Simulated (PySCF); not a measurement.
## Isomers

Structures of CH$_{4}$BN, closed shell, relaxed at PBE0-D4/def2-TZVP (vibrations not checked; lower isomers may exist, and structures with a doubtful reference or unclear bonds are left out). Program: PySCF 2.14 with density fitting (its default auxiliary sets; JK sets also for MP2 and CCSD(T)). Basis: def2-TZVPP. Cores are frozen in the correlated methods. B3LYP uses VWN-RPA correlation.

Problem. Rank them by CCSD(T) energy, lowest first, and give each one's height above the lowest. Links in brackets join atoms within 1.22 times the sum of their covalent radii (1.1 for two metals). (Judge from chemistry; the value comes from the calculation.)
A.
CH₄BN ([BH3][N][CH])
```
7
angstrom
B -0.8785 0.0143 -0.9571
N 0.2918 -0.2070 0.0003
C 1.1650 -0.3718 0.7146
H -1.8136 -0.5726 -0.4621
H -1.0360 1.2131 -0.9997
H 1.9824 -0.5260 1.3835
H -0.5233 -0.4582 -2.0128
```
B.
CH₄BN ([BH2][N][CH2])
```
7
angstrom
B -0.9936 0.3705 -0.7557
N 0.0368 -0.0147 0.0284
C 0.9836 -0.3678 0.7479
H -2.0339 -0.2137 -0.6639
H -0.8282 1.2819 -1.5133
H 1.6968 -1.1291 0.4194
H 1.1408 0.0682 1.7385
```
C.
CH₄BN ([BH2][CH][NH])
```
7
angstrom
B -0.8983 0.3578 -0.6031
C 0.3415 0.0825 0.3114
N 0.8617 -1.0847 0.3041
H -1.3172 -0.5315 -1.2769
H -1.4118 1.4376 -0.6233
H 0.7552 0.8792 0.9466
H 1.6622 -1.1384 0.9406
```

Solution. Computed: B (0.00 kcal/mol), A (22.43 kcal/mol), C (28.11 kcal/mol). Heights count from the lowest.

Problem. Do PBE-D4, r2SCAN-D4, PBE0-D4, B3LYP-D4, wB97M-V, HF, MP2 give the same order? (A judgement: the text doesn't fix the answer.)

Solution. The calculation gives: Lowest first: HF B < C < A. The others agree with CCSD(T).

No T1 diagnostic of these runs exceeds 0.017. The restricted Hartree–Fock reference is unstable towards an unrestricted one at one or more of these structures.

For scale, one of the runs: CCSD(T)/def2-TZVPP, 149 basis functions, launched by `OMP_NUM_THREADS=2 python run.py`. The run took 2.6 min on 2 CPU threads of an Arm Neoverse V1 (shared host), with 0.88 GiB of host memory at its peak.
